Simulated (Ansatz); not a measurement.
**BSiH4 (doublet): wave-function methods side by side at distance B1–H4 along a hydrogen transfer = 1.618 Å, cc-pVDZ**

One table from this session's results is given with a row withheld; the runs are named, their logs left out.

The runs use Ansatz 0.2.0, Gaussian basis; cc-pVDZ, core rule «outside noble gas», up to 6 orbitals frozen.

Plan: UHF; CCSD(T) on ROHF; CCSD(T) on UHF; BCCD(T) on ROHF; CISD; CCSDT(Q) on ROHF; CCSDT(Q) on UHF; CASSCF and MRCISD+Q, 3 electrons in 3 orbitals; CASSCF and NEVPT2, 3 electrons in 3 orbitals; CASSCF and NEVPT2, 9 electrons in 9 orbitals.

5 further runs of the same task are left out: 4 that didn't finish, 1 set aside as unsound or not needed.

### The geometry

The geometry derives from fragments relaxed apart (PBE0/def2-TZVP) and kept rigid, so it is no stationary point. A hydrogen atom is moved between rigid fragments.

6 atoms, charge 0, spin multiplicity 2.

Atoms are counted from 1 here; the program's logs count them from 0.

Bond lengths: B1–H2 1.193 Å, B1–H3 1.193 Å, Si5–H6 1.532 Å. Angles: H2–B1–H3 120.0°.

Set-up of the first run:

in.yaml reads:

```yaml
crystal:
  periodic: [false, false, false]
  atoms:
    - {symbol: B, position_ang: [-2.307267, 0.034738, 0.000000]}
    - {symbol: H, position_ang: [-2.904000, 1.068310, 0.000000]}
    - {symbol: H, position_ang: [-2.904000, -0.998833, 0.000000]}
    - {symbol: H, position_ang: [-0.689267, 0.034738, 0.000000]}
    - {symbol: Si, position_ang: [1.068733, 0.034738, 0.000000]}
    - {symbol: H, position_ang: [1.465168, -1.444775, 0.000000]}
basis:
  gaussian: {orbitals: cc-pVDZ}
magnetization: {spin_polarized: true, initial_magnetization: 1}
hamiltonian: {xc: hf}
output: {orbitals: {seedname: orbitals}}
```

Started as:

```
$ ansatz run in.yaml --threads 1 --pin off --events-out ev --progress --plain --max-ram 2393MiB
```

Among the steps run: UHF; CCSD(T) on ROHF; CCSD(T) on UHF; BCCD(T) on ROHF; CISD; CCSDT(Q) on ROHF; CCSDT(Q) on UHF; CASSCF and MRCISD+Q, 3 electrons in 3 orbitals; CASSCF and NEVPT2, 3 electrons in 3 orbitals; CASSCF and NEVPT2, 9 electrons in 9 orbitals.

One of the session's tables, all rows but one given; the rest of the session is left out.

| method | from UCCSDT(Q) (kJ/mol) |
| --- | --- |
| ROHF | +606.1 |
| UHF | +594.6 |
| RMP2 | +146.4 |
| UMP2 | +152.1 |
| CISD | ? |
| RCCSD | +22.1 |
| UCCSD | +22.3 |
| RCCSD(T) | +5.8 |
| UCCSD(T) | +6.1 |
| BCCD(T) | +6.0 |
| RCCSDT | +1.1 |
| UCCSDT | +1.1 |
| RCCSDT(Q) | +0.2 |
| UCCSDT(Q) | 0 |
| CASSCF pair | +551.7 |
| NEVPT2 pair | +146.2 |
| MRCISD pair | +63.1 |
| MRCISD+Q pair | +5.4 |

Estimate the missing values for CISD.

**Answer.** from UCCSDT(Q) (kJ/mol): +74.5. In the column «from UCCSDT(Q) (kJ/mol)» it lies between MRCISD pair (+63.1) and NEVPT2 pair (+146.2).

Among the levels timed on like hardware and quicker than the yardstick, those that no quicker one beats, quickest first: NEVPT2 pair (5 s, +146.2 kJ/mol); MRCISD+Q pair (6 s, +5.4 kJ/mol); RCCSDT(Q) (1.8 min, +0.2 kJ/mol).

Left out of the table: CASSCF frontier, NEVPT2 frontier (the active space lost an orbital or holds another state than full CI finds).

Caveats from the session: Of the multireference levels listed MRCISD+Q pair comes nearest in total energy (+5.4 kJ/mol), which doesn't show that its space is the better one. Restricted and unrestricted rows rest on different reference determinants; where their highest levels disagree by more than a few hundredths of an eV, they describe different states and don't form one ladder. Warnings in the runs' records: passed over end.
